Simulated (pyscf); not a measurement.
Structures and frequencies: ωB97X-D3(BJ)/def2-SVP in PySCF. MP2 and CC: frozen core, UHF for open shells. ΔMP2 is the change of the MP2 total energy from the triple- to the quadruple-zeta basis.

Task: For the elementary gas-phase step H₂N–GeH₃ + H• → GeH₃• + NH₃ (doublet surface; Ge–N broken, H–N formed), what barrier and reaction energy does CCSD(T)/def2-TZVPP + ΔMP2(QZVPP) give, measured from the separated reactants?

Result: ΔE‡ = 35.9 kJ/mol, ΔE = -103.1 kJ/mol. Zero-point energy shifts the barrier by +6.3 kJ/mol. It is a substitution at N, with an imaginary mode of 1604i cm⁻¹. Abstraction by the radical was not located in this set and often lies lower. This is the saddle that the search found; another between the same sides may lie lower. The angle at the attacked N is 137°. The CCSD(T) − MP2 part came from Ansatz, without density fitting, on the same reference. The frozen core leaves the outer d or s,p core shells of the metals and heavy elements correlated in the MP2 and CC values, and def2-TZVPP describes them poorly, which can shift differences by a few kcal/mol. Elements up to Kr have no core potential and no relativistic terms here.
